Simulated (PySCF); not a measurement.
# HBr₂Cl, a complex of two parts: interaction energy

What interaction energy should one expect for `BrBr` with `Cl`?

Computed with PySCF 2.14.0; each step states its level. No surroundings beyond the atoms listed, unless a continuum is named. Atoms count from 0, parts from 1.

## Step 1: Starting point

4 atoms, charge 0, multiplicity 1; geometry: GFN2-xTB. Parts: 1 = atoms 0–1, `BrBr`, charge 0; 2 = atoms 2–3, `Cl`, charge 0.

## Step 2: Optimising the geometry at PBE0-D3(BJ)/def2-TZVPD

The job: settings as JSON, then the geometry in Å.

```
{"job": {"xc": "PBE0", "basis": "def2-TZVPD", "d3": "d3bj", "grid": 3, "kind": "geom", "shake": 0.01}, "charge": 0, "multiplicity": 1, "parts": [{"atoms": "0-1", "charge": 0, "multiplicity": 1}, {"atoms": "2-3", "charge": 0, "multiplicity": 1}]}
Br     1.294097    -0.142812    -0.012038
Br    -0.995963     0.118666     0.021530
Cl     0.401727     3.423983     0.829611
H      1.660058     3.004247     0.757450
```

Command:

```console
$ OMP_NUM_THREADS=1 python cluster_run.py task.json out
```

The driver reads the jobs from task.json and runs them one after another.

The log of the run:

```text
step   0  E = -5608.37505887  max force = 0.026124
step   1  E = -5608.37700538  max force = 0.012978
step   2  E = -5608.37742011  max force = 0.004011
step   3  E = -5608.37751998  max force = 0.001865
step   4  E = -5608.37786019  max force = 0.003668
step   5  E = -5608.37811306  max force = 0.004912
step   6  E = -5608.37832168  max force = 0.002956
step   7  E = -5608.37839833  max force = 0.001099
step   8  E = -5608.37868941  max force = 0.006248
step   9  E = -5608.37880184  max force = 0.006099
step  10  E = -5608.37886048  max force = 0.002448
step  11  E = -5608.37887175  max force = 0.000501
step  12  E = -5608.37887316  max force = 0.000050
optimisation converged
```

It took 4.2 min on 1 thread of Arm Neoverse N1, shared host; peak memory 0.7 GiB.

Step by step:

```csv
step,energy from step 0 (eV),largest force component (eV/Å)
0,0.0000,1.3434
1,-0.0530,0.6674
2,-0.0643,0.2063
3,-0.0670,0.0959
4,-0.0762,0.1886
5,-0.0831,0.2526
6,-0.0888,0.1520
7,-0.0909,0.0565
8,-0.0988,0.3213
9,-0.1019,0.3136
10,-0.1034,0.1259
11,-0.1038,0.0258
12,-0.1038,0.0026
```

Close pairs (by a distance rule), those that changed most:

```csv
bond,before (Å),after (Å),change (Å)
Cl2–H3,1.328,1.285,-0.043
Br0–Br1,2.305,2.279,-0.026
```

The next job starts from the end point, and lists it.

```
                         at the end point                value
  point group (found at 0.08 Å tolerance)                   Cs
rotational constants (GHz, main isotopes)  2.678, 1.059, 0.759
                        dipole moment (D)                 1.70
```

Contacts at the end point (a selection, picked against the atoms' radii; other short pairs can be missing):

| atoms | distance (Å) | kind (by distance and angle) | angle (°) |
| --- | --- | --- | --- |
| H3···Br0 | 2.63 | hydrogen bond | 173 |

Against the parts relaxed at this level the binding energy is -2.11 kcal/mol, without counterpoise.

## Step 3: Coupled-cluster interaction energy: CCSD(T) and MP2, 2.63 Å

The job: settings as JSON, then the geometry in Å.

```
{"job": {"kind": "intercc", "basis": "aug-cc-pVDZ", "basis_mid": "aug-cc-pVTZ", "basis_large": "aug-cc-pVQZ"}, "charge": 0, "multiplicity": 1, "parts": [{"atoms": "0-1", "charge": 0, "multiplicity": 1}, {"atoms": "2-3", "charge": 0, "multiplicity": 1}]}
Br     1.333340     0.045548     0.040443
Br    -0.942203    -0.059188    -0.024585
Cl     0.854548     3.821551     0.934172
H      1.114222     2.596179     0.646582
```

With the program's defaults for keys left out, this is: CCSD(T)/aug-cc-pVDZ and MP2/aug-cc-pVTZ, aug-cc-pVQZ counterpoise interaction energy, frozen core, gas phase.

The log of the run:

```text
part 1, own basis, geometry of the cluster
final grid: 26152 points
cycle   1  E = -5144.8997414224  dE = -2.016e+00  |g| = 2.472e-01  |ddm| = 2.678e+00
cycle   2  E = -5144.9132417777  dE = -1.350e-02  |g| = 1.146e-01  |ddm| = 3.398e-01
cycle   3  E = -5144.9156875981  dE = -2.446e-03  |g| = 1.710e-02  |ddm| = 1.030e-01
cycle   4  E = -5144.9158508068  dE = -1.632e-04  |g| = 3.545e-03  |ddm| = 2.773e-02
cycle   5  E = -5144.9158602500  dE = -9.443e-06  |g| = 4.339e-04  |ddm| = 6.675e-03
cycle   6  E = -5144.9158603798  dE = -1.298e-07  |g| = 8.460e-05  |ddm| = 1.041e-03
cycle   7  E = -5144.9158603819  dE = -2.125e-09  |g| = 1.988e-05  |ddm| = 1.485e-04
cycle   8  E = -5144.9158603821  dE = -2.037e-10  |g| = 2.328e-06  |ddm| = 5.975e-05
converged SCF energy = -5144.9158603821

part 2, own basis, geometry of the cluster
final grid: 17120 points
cycle   1  E = -460.0905133882  dE = -9.692e-02  |g| = 2.117e-01  |ddm| = 1.856e+00
cycle   2  E = -460.1054965343  dE = -1.498e-02  |g| = 8.080e-02  |ddm| = 4.464e-01
cycle   3  E = -460.1072094896  dE = -1.713e-03  |g| = 1.676e-02  |ddm| = 9.339e-02
cycle   4  E = -460.1073969270  dE = -1.874e-04  |g| = 5.214e-03  |ddm| = 2.582e-02
cycle   5  E = -460.1074183096  dE = -2.138e-05  |g| = 9.839e-04  |ddm| = 9.465e-03
cycle   6  E = -460.1074190059  dE = -6.963e-07  |g| = 2.402e-04  |ddm| = 1.827e-03
cycle   7  E = -460.1074190459  dE = -3.998e-08  |g| = 3.083e-05  |ddm| = 6.657e-04
cycle   8  E = -460.1074190465  dE = -5.288e-10  |g| = 5.359e-06  |ddm| = 7.703e-05
converged SCF energy = -460.1074190465

part 1, own basis, relaxed alone
final grid: 26152 points
cycle   1  E = -5144.8997375879  dE = -2.016e+00  |g| = 2.472e-01  |ddm| = 2.678e+00
cycle   2  E = -5144.9132411057  dE = -1.350e-02  |g| = 1.147e-01  |ddm| = 3.399e-01
cycle   3  E = -5144.9156879930  dE = -2.447e-03  |g| = 1.710e-02  |ddm| = 1.030e-01
cycle   4  E = -5144.9158512322  dE = -1.632e-04  |g| = 3.546e-03  |ddm| = 2.774e-02
cycle   5  E = -5144.9158606776  dE = -9.445e-06  |g| = 4.338e-04  |ddm| = 6.676e-03
cycle   6  E = -5144.9158608074  dE = -1.298e-07  |g| = 8.423e-05  |ddm| = 1.041e-03
cycle   7  E = -5144.9158608095  dE = -2.130e-09  |g| = 1.988e-05  |ddm| = 1.485e-04
cycle   8  E = -5144.9158608097  dE = -1.855e-10  |g| = 2.328e-06  |ddm| = 5.951e-05
converged SCF energy = -5144.9158608097

part 2, own basis, relaxed alone
final grid: 17120 points
cycle   1  E = -460.0907645268  dE = -9.218e-02  |g| = 2.112e-01  |ddm| = 1.860e+00
cycle   2  E = -460.1056295392  dE = -1.487e-02  |g| = 8.026e-02  |ddm| = 4.464e-01
cycle   3  E = -460.1073196256  dE = -1.690e-03  |g| = 1.671e-02  |ddm| = 9.277e-02
cycle   4  E = -460.1075055439  dE = -1.859e-04  |g| = 5.181e-03  |ddm| = 2.582e-02
cycle   5  E = -460.1075266068  dE = -2.106e-05  |g| = 9.734e-04  |ddm| = 9.393e-03
cycle   6  E = -460.1075272851  dE = -6.783e-07  |g| = 2.380e-04  |ddm| = 1.801e-03
cycle   7  E = -460.1075273243  dE = -3.926e-08  |g| = 3.070e-05  |ddm| = 6.599e-04
cycle   8  E = -460.1075273248  dE = -5.235e-10  |g| = 5.332e-06  |ddm| = 7.739e-05
converged SCF energy = -460.1075273248

cluster
final grid: 7144 points
cycle   1  E = -5605.0219134675  dE = -2.252e-03  |g| = 1.879e-02  |ddm| = 2.372e-01
cycle   2  E = -5605.0220938634  dE = -1.804e-04  |g| = 6.574e-03  |ddm| = 4.307e-02
cycle   3  E = -5605.0221175338  dE = -2.367e-05  |g| = 2.856e-03  |ddm| = 1.231e-02
cycle   4  E = -5605.0221229290  dE = -5.395e-06  |g| = 7.647e-04  |ddm| = 7.288e-03
cycle   5  E = -5605.0221233645  dE = -4.355e-07  |g| = 3.084e-04  |ddm| = 2.058e-03
cycle   6  E = -5605.0221234536  dE = -8.910e-08  |g| = 9.078e-05  |ddm| = 1.089e-03
cycle   7  E = -5605.0221234651  dE = -1.152e-08  |g| = 4.545e-05  |ddm| = 3.949e-04
cycle   8  E = -5605.0221234690  dE = -3.898e-09  |g| = 1.920e-05  |ddm| = 2.766e-04
cycle   9  E = -5605.0221234699  dE = -8.476e-10  |g| = 7.801e-06  |ddm| = 1.451e-04
converged SCF energy = -5605.0221234699

part 1 in the basis of the cluster
final grid: 7144 points
cycle   1  E = -5144.9159112154  dE = -5.286e-05  |g| = 1.416e-03  |ddm| = 1.238e-01
cycle   2  E = -5144.9159120687  dE = -8.533e-07  |g| = 2.209e-04  |ddm| = 1.428e-02
cycle   3  E = -5144.9159120952  dE = -2.652e-08  |g| = 3.937e-05  |ddm| = 2.596e-03
cycle   4  E = -5144.9159120956  dE = -3.711e-10  |g| = 1.065e-05  |ddm| = 1.744e-04
converged SCF energy = -5144.9159120956

part 2 in the basis of the cluster
final grid: 7144 points
cycle   1  E = -460.1074450094  dE = -2.518e-05  |g| = 8.574e-04  |ddm| = 1.086e-01
cycle   2  E = -460.1074453060  dE = -2.966e-07  |g| = 1.156e-04  |ddm| = 1.046e-02
cycle   3  E = -460.1074453137  dE = -7.640e-09  |g| = 1.061e-05  |ddm| = 1.389e-03
cycle   4  E = -460.1074453137  dE = -7.998e-11  |g| = 2.287e-06  |ddm| = 8.188e-05
converged SCF energy = -460.1074453137

Interaction energy (kcal/mol)
  counterpoise       -1.856
  uncorrected        -3.100
  dispersion part     0.000
  deformation         0.033
  binding            -1.822

Decomposition of the uncorrected value (kcal/mol)
  electrostatic      -1.594
  Pauli               3.864
  orbital            -1.545
  dispersion          0.000
  correlation        -3.825

Charge of each part in the cluster: 0.011 -0.011
part 1, own basis, geometry of the cluster
final grid: 26152 points
cycle   1  E = -5144.9036638893  dE = -2.040e+00  |g| = 3.082e-01  |ddm| = 9.466e+00
cycle   2  E = -5144.9182563749  dE = -1.459e-02  |g| = 1.610e-01  |ddm| = 7.937e-01
cycle   3  E = -5144.9214207060  dE = -3.164e-03  |g| = 1.820e-02  |ddm| = 3.154e-01
cycle   4  E = -5144.9215961744  dE = -1.755e-04  |g| = 4.280e-03  |ddm| = 3.565e-02
cycle   5  E = -5144.9216090562  dE = -1.288e-05  |g| = 7.094e-04  |ddm| = 9.909e-03
cycle   6  E = -5144.9216093193  dE = -2.630e-07  |g| = 1.726e-04  |ddm| = 1.623e-03
cycle   7  E = -5144.9216093297  dE = -1.038e-08  |g| = 3.348e-05  |ddm| = 3.629e-04
cycle   8  E = -5144.9216093301  dE = -4.056e-10  |g| = 4.217e-06  |ddm| = 7.356e-05
converged SCF energy = -5144.9216093301

part 2, own basis, geometry of the cluster
final grid: 17120 points
cycle   1  E = -460.0941574937  dE = -9.790e-02  |g| = 2.137e-01  |ddm| = 2.004e+00
cycle   2  E = -460.1092011916  dE = -1.504e-02  |g| = 8.700e-02  |ddm| = 4.027e-01
cycle   3  E = -460.1109588729  dE = -1.758e-03  |g| = 1.749e-02  |ddm| = 1.455e-01
cycle   4  E = -460.1111592346  dE = -2.004e-04  |g| = 5.844e-03  |ddm| = 3.196e-02
cycle   5  E = -460.1111855666  dE = -2.633e-05  |g| = 1.046e-03  |ddm| = 1.415e-02
cycle   6  E = -460.1111863486  dE = -7.820e-07  |g| = 2.618e-04  |ddm| = 2.798e-03
cycle   7  E = -460.1111863940  dE = -4.547e-08  |g| = 3.873e-05  |ddm| = 7.569e-04
cycle   8  E = -460.1111863948  dE = -7.570e-10  |g| = 6.380e-06  |ddm| = 1.383e-04
converged SCF energy = -460.1111863948

part 1, own basis, relaxed alone
final grid: 26152 points
cycle   1  E = -5144.9036607899  dE = -2.040e+00  |g| = 3.082e-01  |ddm| = 9.466e+00
cycle   2  E = -5144.9182561658  dE = -1.460e-02  |g| = 1.610e-01  |ddm| = 7.937e-01
cycle   3  E = -5144.9214217152  dE = -3.166e-03  |g| = 1.820e-02  |ddm| = 3.154e-01
cycle   4  E = -5144.9215972141  dE = -1.755e-04  |g| = 4.280e-03  |ddm| = 3.565e-02
cycle   5  E = -5144.9216100987  dE = -1.288e-05  |g| = 7.099e-04  |ddm| = 9.908e-03
cycle   6  E = -5144.9216103620  dE = -2.632e-07  |g| = 1.728e-04  |ddm| = 1.624e-03
cycle   7  E = -5144.9216103724  dE = -1.047e-08  |g| = 3.347e-05  |ddm| = 3.632e-04
cycle   8  E = -5144.9216103728  dE = -4.129e-10  |g| = 4.216e-06  |ddm| = 7.357e-05
converged SCF energy = -5144.9216103728

part 2, own basis, relaxed alone
final grid: 17120 points
cycle   1  E = -460.0944202528  dE = -9.317e-02  |g| = 2.131e-01  |ddm| = 2.008e+00
cycle   2  E = -460.1093468095  dE = -1.493e-02  |g| = 8.647e-02  |ddm| = 4.018e-01
cycle   3  E = -460.1110815811  dE = -1.735e-03  |g| = 1.744e-02  |ddm| = 1.439e-01
cycle   4  E = -460.1112804861  dE = -1.989e-04  |g| = 5.810e-03  |ddm| = 3.164e-02
cycle   5  E = -460.1113064693  dE = -2.598e-05  |g| = 1.035e-03  |ddm| = 1.396e-02
cycle   6  E = -460.1113072311  dE = -7.618e-07  |g| = 2.592e-04  |ddm| = 2.773e-03
cycle   7  E = -460.1113072757  dE = -4.454e-08  |g| = 3.849e-05  |ddm| = 7.494e-04
cycle   8  E = -460.1113072764  dE = -7.551e-10  |g| = 6.361e-06  |ddm| = 1.379e-04
converged SCF energy = -460.1113072764

cluster
final grid: 7144 points
cycle   1  E = -5605.0313710013  dE = -2.191e-03  |g| = 1.960e-02  |ddm| = 2.342e-01
cycle   2  E = -5605.0315537241  dE = -1.827e-04  |g| = 7.135e-03  |ddm| = 4.282e-02
cycle   3  E = -5605.0315778376  dE = -2.411e-05  |g| = 2.978e-03  |ddm| = 1.448e-02
cycle   4  E = -5605.0315837026  dE = -5.865e-06  |g| = 8.770e-04  |ddm| = 8.883e-03
cycle   5  E = -5605.0315841681  dE = -4.655e-07  |g| = 3.392e-04  |ddm| = 2.529e-03
cycle   6  E = -5605.0315842735  dE = -1.054e-07  |g| = 1.004e-04  |ddm| = 1.418e-03
cycle   7  E = -5605.0315842863  dE = -1.289e-08  |g| = 4.912e-05  |ddm| = 4.462e-04
cycle   8  E = -5605.0315842907  dE = -4.344e-09  |g| = 2.038e-05  |ddm| = 3.185e-04
cycle   9  E = -5605.0315842916  dE = -8.895e-10  |g| = 8.974e-06  |ddm| = 1.530e-04
converged SCF energy = -5605.0315842916

part 1 in the basis of the cluster
final grid: 7144 points
cycle   1  E = -5144.9216146163  dE = -6.489e-06  |g| = 3.895e-04  |ddm| = 7.378e-02
cycle   2  E = -5144.9216146791  dE = -6.281e-08  |g| = 4.977e-05  |ddm| = 7.262e-03
cycle   3  E = -5144.9216146806  dE = -1.559e-09  |g| = 7.400e-06  |ddm| = 1.150e-03
cycle   4  E = -5144.9216146807  dE = -3.092e-11  |g| = 3.032e-06  |ddm| = 8.912e-05
converged SCF energy = -5144.9216146807

part 2 in the basis of the cluster
final grid: 7144 points
cycle   1  E = -460.1111958571  dE = -8.543e-06  |g| = 5.324e-04  |ddm| = 1.251e-01
cycle   2  E = -460.1111960002  dE = -1.431e-07  |g| = 7.858e-05  |ddm| = 1.447e-02
cycle   3  E = -460.1111960040  dE = -3.833e-09  |g| = 4.950e-06  |ddm| = 2.247e-03
cycle   4  E = -460.1111960041  dE = -1.512e-11  |g| = 7.428e-07  |ddm| = 5.345e-05
converged SCF energy = -460.1111960041

Interaction energy (kcal/mol)
  counterpoise       -2.012
  uncorrected        -2.975
  dispersion part     0.000
  deformation         0.041
  binding            -1.971

Decomposition of the uncorrected value (kcal/mol)
  electrostatic      -1.563
  Pauli               3.831
  orbital            -1.509
  dispersion          0.000
  correlation        -3.735

Charge of each part in the cluster: 0.011 -0.011
part 1 in the basis of the cluster: E(HF) = -5144.761490957  E2 = -0.277603150  E(CCSD corr) = -0.296749865  (T) = -0.008800603
part 2 in the basis of the cluster: E(HF) = -460.092663879  E2 = -0.159539460  E(CCSD corr) = -0.176028411  (T) = -0.004004482
cluster: E(HF) = -5604.852877652  E2 = -0.440517590  E(CCSD corr) = -0.475148126  (T) = -0.013224275

Counterpoise interaction energy (kcal/mol)
  hf_small                   0.801
  mp2_small                 -1.316
  ccsd_small                -0.686
  ccsdt_small               -0.949
  hf_large                   0.770
  mp2_large                 -2.012
  hf_middle                  0.774
  mp2_middle                -1.856
  scs_mp2_large             -1.345
  mp2_limit                 -2.122
  ccsdt_less_mp2             0.368
  ccsdt_limit_estimate      -1.755
  bsse_mp2_large             0.964
```

Run time: 6.2 min. Hardware: 1 thread of Arm Neoverse N1, shared host; peak memory 1.5 GiB.

Contacts at this geometry (a selection, picked against the atoms' radii; other short pairs can be missing):

```csv
atoms,distance (Å),kind (by distance and angle),angle (°)
H3···Br0,2.63,hydrogen bond,173
```

Differences are taken before rounding.

```csv
method,interaction energy (kcal/mol),"from CCSD(T), limit estimate (kcal/mol)"
HF/aug-cc-pVDZ,0.80,+2.56
MP2/aug-cc-pVDZ,-1.32,+0.44
CCSD/aug-cc-pVDZ,-0.69,+1.07
CCSD(T)/aug-cc-pVDZ,-0.95,+0.81
HF/aug-cc-pVQZ,0.77,+2.52
MP2/aug-cc-pVQZ,-2.01,-0.26
SCS-MP2/aug-cc-pVQZ,-1.35,+0.41
"MP2, extrapolated",-2.12,-0.37
"CCSD(T), limit estimate",-1.75,0
```

## Step 4: Coupled-cluster interaction energy: CCSD(T) and MP2, 2.76 Å

Same as in step 3 but for these lines:

```diff
@@ -3,3 +3,3 @@
 Br    -0.942203    -0.059188    -0.024585
-Cl     0.854548     3.821551     0.934172
-H      1.114222     2.596179     0.646582
+Cl     0.843592     3.949083     0.964479
+H      1.103266     2.723711     0.676889
```

Method: CCSD(T)/aug-cc-pVDZ and MP2/aug-cc-pVTZ, aug-cc-pVQZ counterpoise interaction energy, frozen core, gas phase.

The log of the run:

```text
part 1, own basis, geometry of the cluster: E = -5144.9158603821 (as before)

part 2, own basis, geometry of the cluster: E = -460.1074190465 (as before)

part 1, own basis, relaxed alone: E = -5144.9158608097 (as before)

part 2, own basis, relaxed alone: E = -460.1075273248 (as before)

cluster
final grid: 7144 points
cycle   1  E = -5605.0227110284  dE = -1.544e-03  |g| = 1.565e-02  |ddm| = 2.086e-01
cycle   2  E = -5605.0228333353  dE = -1.223e-04  |g| = 5.488e-03  |ddm| = 3.730e-02
cycle   3  E = -5605.0228493297  dE = -1.599e-05  |g| = 2.343e-03  |ddm| = 1.012e-02
cycle   4  E = -5605.0228530239  dE = -3.694e-06  |g| = 6.404e-04  |ddm| = 6.089e-03
cycle   5  E = -5605.0228533206  dE = -2.967e-07  |g| = 2.484e-04  |ddm| = 1.714e-03
cycle   6  E = -5605.0228533793  dE = -5.866e-08  |g| = 7.293e-05  |ddm| = 8.960e-04
cycle   7  E = -5605.0228533866  dE = -7.256e-09  |g| = 3.618e-05  |ddm| = 3.118e-04
cycle   8  E = -5605.0228533889  dE = -2.381e-09  |g| = 1.526e-05  |ddm| = 2.133e-04
cycle   9  E = -5605.0228533895  dE = -5.475e-10  |g| = 6.461e-06  |ddm| = 1.124e-04
converged SCF energy = -5605.0228533895

part 1 in the basis of the cluster
final grid: 7144 points
cycle   1  E = -5144.9159076866  dE = -4.934e-05  |g| = 1.358e-03  |ddm| = 1.223e-01
cycle   2  E = -5144.9159084957  dE = -8.091e-07  |g| = 2.115e-04  |ddm| = 1.386e-02
cycle   3  E = -5144.9159085209  dE = -2.521e-08  |g| = 3.389e-05  |ddm| = 2.449e-03
cycle   4  E = -5144.9159085212  dE = -3.456e-10  |g| = 9.963e-06  |ddm| = 1.528e-04
converged SCF energy = -5144.9159085212

part 2 in the basis of the cluster
final grid: 7144 points
cycle   1  E = -460.1074421309  dE = -2.234e-05  |g| = 7.999e-04  |ddm| = 9.863e-02
cycle   2  E = -460.1074423947  dE = -2.638e-07  |g| = 1.079e-04  |ddm| = 9.377e-03
cycle   3  E = -460.1074424015  dE = -6.797e-09  |g| = 9.863e-06  |ddm| = 1.260e-03
cycle   4  E = -460.1074424016  dE = -7.003e-11  |g| = 2.000e-06  |ddm| = 8.032e-05
converged SCF energy = -460.1074424016

Interaction energy (kcal/mol)
  counterpoise       -1.825
  uncorrected        -2.874
  dispersion part     0.000
  deformation         0.033
  binding            -1.792

Decomposition of the uncorrected value (kcal/mol)
  electrostatic      -1.167
  Pauli               2.492
  orbital            -1.058
  dispersion          0.000
  correlation        -3.141

Charge of each part in the cluster: 0.008 -0.008
part 1, own basis, geometry of the cluster: E = -5144.9216093301 (as before)

part 2, own basis, geometry of the cluster: E = -460.1111863948 (as before)

part 1, own basis, relaxed alone: E = -5144.9216103728 (as before)

part 2, own basis, relaxed alone: E = -460.1113072764 (as before)

cluster
final grid: 7144 points
cycle   1  E = -5605.0321750883  dE = -1.514e-03  |g| = 1.645e-02  |ddm| = 1.966e-01
cycle   2  E = -5605.0323008028  dE = -1.257e-04  |g| = 6.013e-03  |ddm| = 3.602e-02
cycle   3  E = -5605.0323173278  dE = -1.652e-05  |g| = 2.453e-03  |ddm| = 1.219e-02
cycle   4  E = -5605.0323213550  dE = -4.027e-06  |g| = 7.444e-04  |ddm| = 7.436e-03
cycle   5  E = -5605.0323216782  dE = -3.232e-07  |g| = 2.728e-04  |ddm| = 2.113e-03
cycle   6  E = -5605.0323217478  dE = -6.953e-08  |g| = 8.083e-05  |ddm| = 1.154e-03
cycle   7  E = -5605.0323217559  dE = -8.133e-09  |g| = 3.914e-05  |ddm| = 3.547e-04
cycle   8  E = -5605.0323217586  dE = -2.652e-09  |g| = 1.621e-05  |ddm| = 2.466e-04
cycle   9  E = -5605.0323217591  dE = -5.584e-10  |g| = 7.430e-06  |ddm| = 1.174e-04
converged SCF energy = -5605.0323217591

part 1 in the basis of the cluster
final grid: 7144 points
cycle   1  E = -5144.9216138257  dE = -5.741e-06  |g| = 3.657e-04  |ddm| = 6.498e-02
cycle   2  E = -5144.9216138847  dE = -5.896e-08  |g| = 4.793e-05  |ddm| = 6.253e-03
cycle   3  E = -5144.9216138862  dE = -1.495e-09  |g| = 6.621e-06  |ddm| = 9.950e-04
cycle   4  E = -5144.9216138862  dE = -7.276e-12  |g| = 2.735e-06  |ddm| = 7.516e-05
converged SCF energy = -5144.9216138862

part 2 in the basis of the cluster
final grid: 7144 points
cycle   1  E = -460.1111950370  dE = -7.834e-06  |g| = 5.098e-04  |ddm| = 1.162e-01
cycle   2  E = -460.1111951702  dE = -1.332e-07  |g| = 7.553e-05  |ddm| = 1.361e-02
cycle   3  E = -460.1111951738  dE = -3.579e-09  |g| = 4.701e-06  |ddm| = 2.121e-03
cycle   4  E = -460.1111951738  dE = -1.398e-11  |g| = 6.646e-07  |ddm| = 4.813e-05
converged SCF energy = -460.1111951738

Interaction energy (kcal/mol)
  counterpoise       -1.947
  uncorrected        -2.761
  dispersion part     0.000
  deformation         0.041
  binding            -1.906

Decomposition of the uncorrected value (kcal/mol)
  electrostatic      -1.134
  Pauli               2.473
  orbital            -1.042
  dispersion          0.000
  correlation        -3.058

Charge of each part in the cluster: 0.008 -0.008
part 1 in the basis of the cluster: E(HF) = -5144.761385044  E2 = -0.277378448  E(CCSD corr) = -0.296513172  (T) = -0.008778198
part 2 in the basis of the cluster: E(HF) = -460.092655518  E2 = -0.159496142  E(CCSD corr) = -0.175983594  (T) = -0.003999483
cluster: E(HF) = -5604.853553231  E2 = -0.439659571  E(CCSD corr) = -0.474474315  (T) = -0.013125490

Counterpoise interaction energy (kcal/mol)
  hf_small                   0.306
  mp2_small                 -1.442
  ccsd_small                -0.935
  ccsdt_small               -1.153
  hf_large                   0.306
  mp2_large                 -1.947
  hf_middle                  0.312
  mp2_middle                -1.825
  scs_mp2_large             -1.407
  mp2_limit                 -2.031
  ccsdt_less_mp2             0.288
  ccsdt_limit_estimate      -1.742
  bsse_mp2_large             0.814
```

It took 6 min on 1 thread of Arm Neoverse N1, shared host; peak memory 1.5 GiB.

Contacts at this geometry (a selection, picked against the atoms' radii; other short pairs can be missing):

```
   atoms  distance (Å)  kind (by distance and angle)  angle (°)
H3···Br0          2.76                 hydrogen bond        173
```

Differences are taken before rounding.

| method | interaction energy (kcal/mol) | from CCSD(T), limit estimate (kcal/mol) |
| --- | --- | --- |
| HF/aug-cc-pVDZ | 0.31 | +2.05 |
| MP2/aug-cc-pVDZ | -1.44 | +0.30 |
| CCSD/aug-cc-pVDZ | -0.94 | +0.81 |
| CCSD(T)/aug-cc-pVDZ | -1.15 | +0.59 |
| HF/aug-cc-pVQZ | 0.31 | +2.05 |
| MP2/aug-cc-pVQZ | -1.95 | -0.20 |
| SCS-MP2/aug-cc-pVQZ | -1.41 | +0.34 |
| MP2, extrapolated | -2.03 | -0.29 |
| CCSD(T), limit estimate | -1.74 | 0 |

(Part 1 of 3 ends here.)
